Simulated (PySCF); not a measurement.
Compound: (2S)-2-methoxypropanenitrile, C4H7NO.
Geometry (GFN2-xTB, Å), atoms numbered from 1 in this order:
```xyz
13
C4H7NO angstrom
C      1.938   -0.143    0.022
O      0.699   -0.096    0.687
C     -0.423   -0.152   -0.172
C     -1.682   -0.256    0.690
C     -0.509    1.030   -1.022
N     -0.558    1.962   -1.681
H      2.040   -1.066   -0.562
H      2.697   -0.120    0.800
H      2.073    0.716   -0.645
H     -0.343   -1.032   -0.840
H     -1.625   -1.155    1.298
H     -2.567   -0.295    0.061
H     -1.743    0.607    1.348
```

Computed at PBE0/pcSseg-1 (PySCF, non-relativistic), with Q(17O) = −0.0256 b, Q(14N) = 0.02044 b: O2, 17O (I = 5/2): χzz = 12.43 MHz, η = 0.974; N6, 14N (I = 1): χzz = -4.804 MHz, η = 0.133.

**Question.** Find the zero-field quadrupole resonance frequencies of 17O at O2.

**Answer.** From the eigenvalues of H = χ/[4I(2I − 1)] × [3Iz² − I(I + 1) + η(Ix² − Iy²)], steps between neighbouring levels, labelled as for η = 0: ±1/2↔±3/2 3.233 MHz, ±3/2↔±5/2 3.302 MHz (ether oxygen).

**Question.** Find the zero-field quadrupole resonance frequencies of 14N at N6.

**Answer.** From ν± = (3/4)|χ|(1 ± η/3) and ν0 = |χ|η/2: ν+ 3.763 MHz, ν− 3.443 MHz, ν0 0.320 MHz (nitrile nitrogen).

In a crystal, neighbours and librations shift these lines. One conformer (not necessarily the lowest) at the GFN2-xTB geometry, without solvent, vibrations or thermal averaging. GFN2-xTB bond lengths can be off by several hundredths of an ångström, more for odd bonds, and the gradients follow them. With a basis this small, the couplings can be 20 % off.
